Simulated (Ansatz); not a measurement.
Where CCSD(T) holds and where it slips

Each species is computed at the geometry given (Å), with frozen cores, in Ansatz 0.2.0: RHF-CCSD(T) for singlets, UHF-CCSD(T) otherwise, and full CI in the same basis. The program picks the determinant by trial CCSD, so it needn't be the lowest Hartree–Fock solution. States: AlC Σ⁻ or Δ, [AlH2···H···H] A1, B2H⁺ Π. Cases whose determinant has another symmetry than full CI's state, or whose (Q) step broke down, weren't drawn.

Question: Judging by size, spin and bonding and the diagnostics given, rank them by the size of CCSD(T)'s error in total energy against full CI in the same basis, smallest first (an estimate).
A. AlC, quartet, cc-pVDZ: Al 0.000 0.000 0.000; C 0.000 0.000 1.967. T1 0.044, (T) -122 meV in a correlation energy of -3.84 eV
B. [AlH2···H···H], doublet, 6-31G: Al -0.096 0.000 0.000; H -0.889 1.373 0.000; H -0.889 -1.373 0.000; H 1.797 0.000 0.000; H 2.542 0.000 0.000. T1 0.014, (T) -21 meV in a correlation energy of -1.90 eV
C. B$_{2}$H⁺, triplet, cc-pVDZ: B 0.000 0.000 0.115; B 0.000 0.000 -1.408; H 0.000 0.000 1.293. T1 0.017, (T) -60 meV in a correlation energy of -2.80 eV

Answer: B (11.5 meV), C (23.4 meV), A (48.2 meV).

```csv
species,basis,correlated electrons,CCSD(T) − full CI (meV),CCSDT(Q) − full CI (meV),unpaired electrons (full CI),T1,⟨S²⟩ of the determinant
"[AlH2···H···H], doublet",6-31G,7,11.5,0.1,1.02,0.014,0.76
"B2H⁺, triplet",cc-pVDZ,6,23.4,0.4,2.03,0.017,2.00
"AlC, quartet",cc-pVDZ,7,48.2,-1.4,3.10,0.044,3.76
```

Unpaired electrons are Σ n²(2−n)² over natural occupations; an open shell counts its own unpaired electrons too. Frozen cores follow each run's orbitals, which moves totals by a few meV.
